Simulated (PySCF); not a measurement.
Structure problem from calculated spectra and properties.

Formula: CH6BO; charge -1.

| Property | Result |
| --- | --- |
| Couplings | largest of the computed one-bond spin–spin couplings (means over like bonds): 13C–1H +134.2 (×3), 11B–1H +96.1 (×3), 17O–13C +24.7, 17O–11B +2.9 Hz [B3LYP/pcJ-1] |
| Rotational structure | rotational constants A, B, C: 37.077, 9.659, 8.631 GHz [PBE0-D3(BJ)/def2-SVP] |
| 13C NMR | chemical shifts (computed TMS as zero) by class: 62.2 (1 C) ppm [GIAO KT2/pcSseg-1] |
| NMR, other nuclei | isotropic shieldings of nuclei other than C and H, by class: 114 (1 B), 320 (1 O) ppm [GIAO KT2/pcSseg-1] |
| 1H NMR | chemical shifts (computed TMS as zero) by class: 3.26 (3 H), 2.59 (3 H) ppm [GIAO KT2/pcSseg-1] |

The electronic properties come from PySCF, for the isolated species, density fitting. Levels stand in brackets. Isolated species at its PBE0-D3(BJ)/def2-SVP geometry, gas phase. The geometry's basis has no diffuse functions, a weakness for an anion. The HOMO energy is positive, so at this level the finite basis confines the outermost electrons. No diffuse functions stand in pcJ-1 and pcSseg-1, which bears on an anion's orbital energies. NMR classes are plain means over equivalent atoms (diastereotopic ones count apart unless rotation or inversion swaps them), as if these changed places fast.

Problem. What is the compound? Reason from the data.

Solution. The one carbon: carbon bonded to O and 3 H (62.2 ppm). Hydrogen classes from least to most shielded: 3 H on a carbon bonded to O and 3 H (3.26 ppm), 3 H on a boron bonded to O and 3 H (2.59 ppm). The other shieldings belong to: 114 ppm, boron bonded to O and 3 H; 320 ppm, oxygen bonded to B and C. The couplings run between: +134.2 Hz, carbon bonded to O and 3 H and its hydrogen (with 2 like pairs); +96.1 Hz, boron bonded to O and 3 H and its hydrogen (with 2 like pairs); +24.7 Hz, oxygen bonded to B and C and carbon bonded to O and 3 H; +2.9 Hz, oxygen bonded to B and C and boron bonded to O and 3 H. The optimised geometry has point group Cs and is an asymmetric top. Structure: [B(OMe)H3]-, `[H][B-]([H])([H])OC`. The assignments are read from this structure; whether some other isomer fits the data as well wasn't checked.
